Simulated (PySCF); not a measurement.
Compound: C₄H₅OS (doublet state).
Structure used (GFN2-xTB), in Å, numbered top down from 1:
```xyz
11
C4H5OS angstrom
S      2.706   -0.208   -0.220
C      0.979   -0.167   -0.100
C      0.047   -1.184   -0.239
C     -1.197   -0.641   -0.049
C     -1.017    0.817    0.226
O      0.388    1.038    0.176
H      2.848    1.092    0.022
H      0.290   -2.205   -0.456
H     -2.150   -1.124   -0.082
H     -1.502    1.464   -0.521
H     -1.386    1.122    1.217
```

The hyperfine couplings belong to this conformer and change with its torsions.

Identity: `SC1=C[CH]CO1` [radical].

The calculation used UKS B3LYP, pcH-1 on C H O S, non-relativistic, mean-field spin-orbit, GIAO (PySCF 2.14.0). Isolated species at its GFN2-xTB geometry (one conformer only). Couplings are sensitive to structure, and on GFN2-xTB geometries they can be far from those on DFT ones. Stability of the SCF solution: not tested.

The largest Mulliken spin populations are on C4 (+0.58), C2 (+0.45), C3 (-0.18) and O6 (+0.07). The positive populations add up to 1.27 and the negative ones to -0.27, together 2S = 1. The angles at C4 add up to 360.0°, so it is planar.

(1) Test a(H) = Q·ρ(C) for the protons on planar carbons with a spin population beyond ±0.08.

(2) How do the β-proton couplings of this frozen conformer go with θ, the angle between the C–H bond and the normal to the plane of the spin centre's three neighbours, both seen down the bond from centre to carbon?

Answers

(1) 
```json
{"H": "H8", "C": "C3", "ρ(C)": "-0.184", "a(H) (G)": "+2.50", "a/ρ (G)": "-13.6"}
{"H": "H9", "C": "C4", "ρ(C)": "+0.585", "a(H) (G)": "-14.33", "a/ρ (G)": "-24.5"}
```

A least-squares line through the origin gives Q = -23.5 G with Mulliken populations. Where ρ is negative the coupling is positive.

(2) 
| β H | on | centre | θ (°) | cos²θ | a (G) |
| --- | --- | --- | --- | --- | --- |
| H10 | C5 | C4 | 29 | 0.77 | +37.19 |
| H11 | C5 | C4 | 29 | 0.77 | +37.26 |

Couplings in gauss use g_iso = 2.0036.
